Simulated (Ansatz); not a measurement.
# CH₃BN− (SMILES BN=[CH-]): one structure at several levels

One table from this session's results is given with a row withheld; the runs are named, their logs left out.

Computed with Ansatz 0.2.0, Gaussian basis. Level: single points in def2-TZVPPD.

Cores are frozen in the correlated methods.

1 further run of the same task is left out (it didn't finish).

**Starting geometry**

SMILES `BN=[CH-]`, 6 atoms, charge -1, spin multiplicity 1.

Atoms are counted from 1 here; the program's logs count them from 0.

Bond lengths: B1–N2 1.406 Å, B1–H4 1.282 Å, B1–H5 1.223 Å, N2–C3 1.284 Å, C3–H6 1.130 Å. Angles: N2–B1–H4 118.0°, N2–B1–H5 120.5°, H4–B1–H5 121.3°, B1–N2–C3 179.2°, N2–C3–H6 111.3°.

As a file:

```xyz
6

B    -0.7618    0.2389   -0.6386
N     0.4066   -0.1025    0.0660
C     1.4803   -0.3977    0.7045
H    -1.5250   -0.7121   -1.0354
H    -0.9867    1.4023   -0.9425
H     1.3581   -0.2234    1.8147
```

The first run:

run/in.yaml

```yaml
crystal:
  periodic: [false, false, false]
  atoms:
    - {symbol: B, position_ang: [-0.761751, 0.238890, -0.638611]}
    - {symbol: N, position_ang: [0.406606, -0.102455, 0.066018]}
    - {symbol: C, position_ang: [1.480278, -0.397741, 0.704467]}
    - {symbol: H, position_ang: [-1.525004, -0.712065, -1.035420]}
    - {symbol: H, position_ang: [-0.986694, 1.402293, -0.942470]}
    - {symbol: H, position_ang: [1.358135, -0.223386, 1.814658]}
basis:
  gaussian: {orbitals: "def2-TZVPPD.json"}
total_charge: -1
hamiltonian: {xc: pbe, dispersion: d4}
output: {forces: true}
```

The basis file named in the input lies beside it (Basis Set Exchange, JSON).

Launch:

```sh
$ ansatz run in.yaml --threads 2 --pin off --events-out ev --progress --plain --max-ram 3481MiB
```

Among the steps run: PBE-D4/def2-TZVPPD; r2SCAN-D4/def2-TZVPPD; PBE0-D4/def2-TZVPPD; wB97M-V/def2-TZVPPD; CCSD(T)/def2-TZVPPD.

One table of the session follows, with a row left open; its other results are not shown here.

| method | RMS force component (eV/Å) | angle to CCSD(T) forces (°) |
| --- | --- | --- |
| PBE-D4 | ? | ? |
| r2SCAN-D4 | 0.668 | 24.0 |
| PBE0-D4 | 0.718 | 25.3 |
| wB97M-V | 0.670 | 16.7 |
| CCSD(T) | 0.510 | reference |

Q: Estimate the row for PBE-D4 from the others.

The run gave: RMS force component (eV/Å): 0.577; angle to CCSD(T) forces (°): 22.6. In the column «RMS force component (eV/Å)» it lies between CCSD(T) (0.510) and r2SCAN-D4 (0.668).

Caveats from the session: The T1 diagnostic is large here, over the usual mark for main-group molecules (transition-metal compounds often pass it harmlessly), so CCSD(T) itself may be off.
